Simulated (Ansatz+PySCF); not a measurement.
**singlet C₂H₆O: levels of theory in one basis**

```xyz
9

O     0.0000    0.0000   -0.5316
C     0.0000    1.0681    0.1731
C     0.0000   -1.0681    0.1731
H     0.0000    1.8597   -0.4566
H    -0.8236    1.1342    0.7724
H     0.8236    1.1342    0.7724
H     0.0000   -1.8597   -0.4566
H     0.8236   -1.1342    0.7724
H    -0.8236   -1.1342    0.7724
```

Basis set: def2-SVP (spherical functions). Left uncorrelated: 3 orbitals. Charge 0, multiplicity 1.

Computed with Ansatz (development build ahead of 0.2.0); each method stands on the lowest determinant of its kind that the runs found.

```json
{"method": "RHF", "E − E(RHF) (eV)": "0.00", "<S²> of the determinant": "0.00"}
{"method": "RHF-CCSD", "E − E(RHF) (eV)": "-13.70", "<S²> of the determinant": "–"}
{"method": "RHF-CCSD(T)", "E − E(RHF) (eV)": "-14.00", "<S²> of the determinant": "–"}
```

Problem. What does RHF-MP2 give on the same scale?

Solution. -12.68 eV.

Problem. Is a single determinant a sound starting point here?

Solution. By this sign, yes. Unrestricted orbitals gain 0.00 eV and <S²> is 0.00 against 0.00 for a pure state.
